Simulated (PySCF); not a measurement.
Consider methyl carbanion, `[CH3-]` ([CH3]-). Atom numbers as in the mapped SMILES `[CH3-:1]`.

These are calculated values, ωB97X-D3(BJ)/ma-def2-TZVP in PySCF (grid level 2) at geometries from PBE0-D3(BJ)/ma-def2-SVP. The prefix ma- adds one diffuse s and one diffuse p function on all atoms but H. ωB97X-D3(BJ) is ωB97X-V with D3(BJ) in place of VV10. Zero-point and thermal terms (298.15 K, 1 bar) come from unscaled PBE0-D3(BJ)/ma-def2-SVP harmonic frequencies, with soft modes damped to free rotors in the entropy.

What are the vertical and the adiabatic detachment energy for forming the radical?

0.38 eV vertical and 0.04 eV adiabatic, the latter with zero-point energy.

Where does the unpaired spin of the relaxed radical sit?

C1 (anionic carbon) 1.08 (intrinsic atomic orbital populations).

How far is −ε(HOMO) from the vertical value by ΔSCF?

−ε(HOMO) = 0.69 eV, which is 0.31 eV above the ΔSCF value.

Note: the parent anion holds its electron weakly or not at all, so the values hang on the basis.

---

Consider `[SiH2]P` (H4PSi•, doublet). Atom numbers as in the mapped SMILES `[SiH2:1][PH2:2]`.

Energies: PBE0-D3(BJ)/ma-def2-TZVP (PySCF, density fitting, integration grid level 2) on PBE0-D3(BJ)/ma-def2-SVP structures. Thermal corrections: PBE0-D3(BJ)/ma-def2-SVP frequencies, unscaled, ideal gas at 298.15 K and 1 bar, quasi-RRHO entropy.

Question: What are the vertical and the adiabatic ionisation energy for forming the singlet cation?

Answer: 8.11 eV vertical and 7.50 eV adiabatic, the latter with zero-point energy.

Question: What are the vertical and the adiabatic electron affinity for forming the singlet anion?

Answer: 0.99 eV vertical and 1.54 eV adiabatic, the latter with zero-point energy.

---

Consider `[S][S]` (S2, triplet). Numbering: `[S:1][S:2]`

Computed at PBE0-D3(BJ)/ma-def2-TZVP // PBE0-D3(BJ)/ma-def2-SVP with PySCF (density fitting, grid level 2). Thermal corrections: PBE0-D3(BJ)/ma-def2-SVP frequencies, unscaled, ideal gas at 298.15 K and 1 bar, quasi-RRHO entropy.

What are the vertical and the adiabatic ionisation energy for forming the radical cation?

9.75 eV vertical and 9.59 eV adiabatic, the latter with zero-point energy.

Where does the unpaired spin of the relaxed radical cation sit?

S2 (sulfur) 0.50, S1 (sulfur) 0.50 (intrinsic atomic orbital populations).

What are the vertical and the adiabatic electron affinity for forming the radical anion?

1.48 eV vertical and 1.57 eV adiabatic, the latter with zero-point energy.

Where does the unpaired spin of the relaxed radical anion sit?

S2 (sulfur) 0.50, S1 (sulfur) 0.50 (intrinsic atomic orbital populations).
